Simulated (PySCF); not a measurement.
Species: MgH2.
Structure used (PBE0-D3(BJ)/def2-SVP), in Å, numbered top down from 1:
```xyz
3
MgH2 angstrom
Mg     0.0003    0.0002    0.0000
H     -0.0188   -0.0232    1.7049
H      0.0185    0.0230   -1.7049
```

Computed, not measured: PBE0-D3(BJ)/def2-SVP geometry optimisation, gas phase (PySCF).

Masses are those of the commonest isotopes; rigid-rotor values at the optimised geometry. 

(1) What are the moment of inertia and the rotational constant?

(2) List the first levels of a rigid rotor in a Σ state.

(3) Has it a pure rotational spectrum?

(4) Estimate the classical rotational partition function at 50 K and 100 K.

Answers

(1) I = 5.861 u·Å², B = 505379 MHz·u·Å²/I = 86230 MHz (2.8763 cm⁻¹, or 4.138 K as hB/k).

(2) E(J) = BJ(J+1): J = 1: 5.753, J = 2: 17.258, J = 3: 34.516, J = 4: 57.526, J = 5: 86.289, J = 6: 120.805 cm⁻¹.

(3) Not by electric dipole: D∞h allows no dipole (computed 0.00 D). Rotational Raman lines (ΔJ = 2) lie at B(4J + 6), spaced by 4B = 11.505 cm⁻¹, with nuclear-spin weights that differ between even and odd J.

(4) Point group D∞h, symmetry number σ = 2; q = kT/(σhB), k/h = 20836.6 MHz/K: 6.0 at 50 K, 12.1 at 100 K.

Stationary, but not proved a minimum. These are rigid-rotor constants of the computed structure; measured ground-state constants (B0) also hold zero-point vibration.

On one thread of an Arm Neoverse V1, on a shared host, this took 1.5 s wall, 1.0 s CPU. These figures are those of the optimisation.
